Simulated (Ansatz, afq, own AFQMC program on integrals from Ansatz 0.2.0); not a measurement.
## Where AFQMC and coupled cluster stand for Ge, triplet

A free Ge atom.

Basis def2-SVP. Only valence electrons are correlated. AFQMC by an in-house program on the Cholesky factors that Ansatz 0.2.0 writes for its CCSD(T) run. The CISD trial takes its coefficients from CCSD amplitudes. Released means that phaseless walkers are propagated on without the constraint, phases kept. Free projection: walkers drawn from exp(T), propagated without any constraint. Its projection time is finite, and what remains of the start isn't in its error. Uncertainties: one standard error, sampling alone. No spin–orbit coupling.

Determinant: UHF, the one that the program's search chose, which needn't be the lowest solution.

Full CI on the same integrals is exact in this basis and with this determinant's frozen core.

Cautions: no relativity below Rb; no spin-orbit coupling; inner d shell frozen.

The T1 diagnostic is 0.0081 and the weight of the determinant in the CISD state is 0.948. The ⟨S²⟩ of the determinant is 2.009 and the size of the correlated space is 4 electrons in 18 orbitals.

Reference: full CI, correlation energy -1.580 eV. The released energy is read at 1.50 1/Eh (meV from the phaseless value at times in 1/Eh: -0.6 ± 0.6 at 0.24, -1.0 ± 0.5 at 0.50, -1.1 ± 0.4 at 1.00, -1.1 ± 0.3 at 1.50).

```
         level  E − E(reference) (kJ/mol)  share of correlation (%)
            HF                      152.5                      0.00
           MP2                       44.9                     70.58
          CCSD                        3.0                     98.00
       CCSD(T)                        0.8                     99.45
         CCSDT                        0.1                     99.94
      CCSDT(Q)                        0.0                     99.99
   ph-AFQMC/HF                  5.6 ± 0.9                     96.32
 ph-AFQMC/CISD                 0.2 ± 0.06                     99.85
released AFQMC                 0.1 ± 0.03                     99.92
    free AFQMC                 0.0 ± 0.03                    100.00
```

CCSDT and higher add their correlation energy to the determinant of the CCSD(T) run, since their own runs factorise the integrals more tightly (a shift of under 2 meV). Free projections are given only where their last times agree within the noise and don't stop above the reference; a slow remainder of the start can still hide under it. A walk keeps the symmetry of its determinant, which the program's search chose and which needn't be the lowest solution, so a lower state of the same spin and another symmetry isn't excluded. Released energies are given only where the last usable release times agree within the noise; a slower fall can still hide under it.
